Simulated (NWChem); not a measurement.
Species: Be cation, doublet

Results from NWChem. Pople sets run with spherical d functions. Spin-unrestricted. No stability test was run on the SCF state. Fermi-contact couplings, non-relativistic, static geometry.

| level | basis functions | A(iso) 9Be atom 1 (MHz) | <S²> |
|---|---|---|---|
| B3LYP/6-31G* | 14 | -498 | 0.750 |
| B3LYP/def2-SVP | 9 | (withheld) | 0.750 |
| B3LYP/def2-TZVP | 19 | -673 | 0.750 |
| B3LYP/cc-pVTZ | 30 | -630 | 0.750 |
| B3LYP/cc-pCVTZ | 43 | -652 | 0.750 |

Question: Some entries are withheld; supply them.

Answer: 
- B3LYP/def2-SVP, A(iso) 9Be atom 1 (MHz): -700
